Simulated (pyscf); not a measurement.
Thermochemistry of product channels of H₂N–B(NH₂)–Cl (SMILES NB(N)Cl) + OH• (SMILES [OH]) on the doublet surface, in kcal/mol, from CCSD(T)/def2-TZVPP + ΔMP2(QZVPP) energies (ideal gas, 1 atm, RRHO with modes under 100 cm⁻¹ raised to 100, one conformer, R ln 2 for chiral ones without a mode under 150 cm⁻¹). Single points on ωB97X-D3(BJ)/def2-SVP structures (PySCF, gas phase). Correlated levels are frozen-core, on RHF or UHF. ΔMP2 is the change of the MP2 total energy from the triple- to the quadruple-zeta basis.

```csv
products,ΔE,ΔH(298 K),ΔG(600 K),ΔG(1200 K)
H₂N–B(NH₂)–OH (SMILES NB(N)O) + Cl• (SMILES [Cl]),?,-18.9,-18.3,-18.1
H₂N–B(NH₂)–O• (SMILES NB(N)[O]) + HCl (SMILES Cl),?,-6.5,-8.2,-9.8
```

Problem. Complete the blanks.

Solution. 
- H₂N–B(NH₂)–OH (SMILES NB(N)O) + Cl• (SMILES [Cl]), ΔE: -21.3
- H₂N–B(NH₂)–O• (SMILES NB(N)[O]) + HCl (SMILES Cl), ΔE: -5.7

These are energies of the channels, which say nothing of barriers. The CCSD(T) − MP2 part came from Ansatz, without density fitting, on the same reference. Left out: orbital degeneracy and the spin-orbit lowering of Cl, OH.
